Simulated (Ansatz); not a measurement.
A displaced shape of singlet CF₂:

| atom | x (Å) | y (Å) | z (Å) |
| --- | --- | --- | --- |
| C | 0.0013 | 0.0215 | -0.6362 |
| F | 0.0176 | 0.9786 | 0.1847 |
| F | 0.0028 | -1.0591 | 0.1617 |

It was optimised with PBE0/def2-SVP in Ansatz (development build ahead of 0.2.0) to forces under 0.001 eV/Å, with restricted orbitals. Each step stands on the lowest determinant of that kind that the program's search found.

Question: What shape does it relax to, and how does the optimisation go?

Answer:

```xyz
3

C     0.0013   -0.0081   -0.6218
F     0.0177    0.9980    0.1884
F     0.0027   -1.0488    0.1437
```

Bond lengths: C1–F2 1.292 Å, C1–F3 1.292 Å. Angles: F2–C1–F3 104.8°.

```json
{"step": "1", "E − E(start) (eV)": "0.0000", "largest force (eV/Å)": "2.1405"}
{"step": "2", "E − E(start) (eV)": "-0.0445", "largest force (eV/Å)": "1.2880"}
{"step": "3", "E − E(start) (eV)": "-0.0649", "largest force (eV/Å)": "0.2456"}
{"step": "4", "E − E(start) (eV)": "-0.0658", "largest force (eV/Å)": "0.0568"}
{"step": "5", "E − E(start) (eV)": "-0.0659", "largest force (eV/Å)": "0.0016"}
{"step": "6", "E − E(start) (eV)": "-0.0659", "largest force (eV/Å)": "0.0000"}
```

The optimisation ended after 6 steps with its threshold met.
